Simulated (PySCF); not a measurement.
# How far are cheaper levels from CCSD(T)/CBS for MgH?

PySCF; the state is a doublet (σ ↑). The composite is CCSD(T) extrapolated to the basis-set limit from two correlation-consistent sets, with core-valence (CV) and scalar-relativistic (SR) terms as its label shows; it has no spin–orbit coupling and nothing beyond (T). Here it is CCSD(T)/CBS(DT)+SR. It gives Re = 1.729 Å, ωe = 1504 cm⁻¹ and De = 1.39 eV to Mg + H.

| level | basis | relativity | Re (Å) | ωe (cm⁻¹) | De (eV) |
| --- | --- | --- | --- | --- | --- |
| UHF | x2c-TZVPPall | spin-free X2C | 1.734 | 1542 | 1.15 |
| UHF | cc-pVTZ | no relativity | 1.737 | 1544 | 1.17 |
| UHF-MP2 | pcseg-2 | no relativity | 1.728 | 1562 | 1.36 |
| UHF-MP2 | cc-pVTZ | no relativity | 1.723 | 1601 | 1.36 |
| PBE | pcseg-2 | no relativity | 1.760 | 1407 | 1.38 |
| PBEsol | 6-31G(d,p) | no relativity | 1.770 | 1402 | 1.49 |
| revPBE | x2c-TZVPPall | spin-free X2C | 1.761 | 1405 | 1.40 |
| r²SCAN | aug-pcseg-1 | no relativity | 1.758 | 1398 | 1.57 |
| r²SCAN | pcseg-2 | no relativity | 1.747 | 1462 | 1.62 |
| MN15 | x2c-SVPall | spin-free X2C | 1.741 | 1469 | 1.34 |

Task: Give the difference of each row from the composite.

Result: 

```tsv
level	basis	ΔRe (pm)	Δωe (%)	ΔDe (eV)
UHF	x2c-TZVPPall	+0.5	+2.5	-0.24
UHF	cc-pVTZ	+0.8	+2.7	-0.22
UHF-MP2	pcseg-2	-0.1	+3.9	-0.03
UHF-MP2	cc-pVTZ	-0.6	+6.4	-0.03
PBE	pcseg-2	+3.1	-6.4	-0.01
PBEsol	6-31G(d,p)	+4.1	-6.8	+0.10
revPBE	x2c-TZVPPall	+3.2	-6.6	+0.01
r²SCAN	aug-pcseg-1	+2.9	-7.0	+0.18
r²SCAN	pcseg-2	+1.8	-2.8	+0.23
MN15	x2c-SVPall	+1.2	-2.3	-0.05
```

Task: Which rows come closest in De?

Result: PBE in pcseg-2 (-0.01 eV); revPBE in x2c-TZVPPall (+0.01 eV), counted from the composite.

Measured (Huber and Herzberg, Constants of Diatomic Molecules (1979)): Re = 1.7297 Å, ωe = 1495.2 cm⁻¹; the composite is off by -0.4 mÅ and +8.5 cm⁻¹.

Correlated steps freeze 1 core orbital. The state was picked by a PBE0 search and need not be the measured ground state.
